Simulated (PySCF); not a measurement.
Write Cartesian coordinates for 1,2-dimethoxyethane (`COCCOC`) as optimised with GFN2-xTB.

```
atom  x, y, z in Å
C1     2.7579   -0.0027   -0.0247
O2     1.6018   -0.6669    0.4167
C3     0.4500    0.1401    0.3615
C4    -0.7270   -0.6865    0.8935
O5    -1.9104    0.0518    1.0599
C6    -2.5742    0.3800   -0.1363
H7     3.5767   -0.7139    0.0612
H8     2.9707    0.8791    0.5928
H9     2.6602    0.3174   -1.0701
H10    0.5738    1.0400    0.9844
H11    0.2655    0.4625   -0.6759
H12   -0.8906   -1.5471    0.2293
H13   -0.4647   -1.0569    1.8870
H14   -2.7399   -0.5110   -0.7538
H15   -2.0231    1.1216   -0.7246
H16   -3.5344    0.8016    0.1552
```

Orientation and origin are arbitrary. Atoms count from 1 in this order. Of the pairs four or more bonds apart, H12···H14 is among the closest relative to their van der Waals radii: 2.34 Å, 97 % of the sum of Bondi's values. All 4 C–O bonds measure 1.404 to 1.408 Å. O2 (ether oxygen) is bent (angle 113.0°).

Bonds between heavy atoms (Å): C1–O2 1.404, O2–C3 1.408, C3–C4 1.533, C4–O5 1.405, O5–C6 1.407.

Structure optimised with GFN2-xTB, isolated species.

Point group: C1 (no symmetry element, even within 0.4 Å). Not checked by GFN2-xTB frequencies. The numbers are those of one conformer (C1–O2–C3–C4 -179°, O2–C3–C4–O5 172°, C3–C4–O5–C6 74°).

The numbers are calculated, not measured.
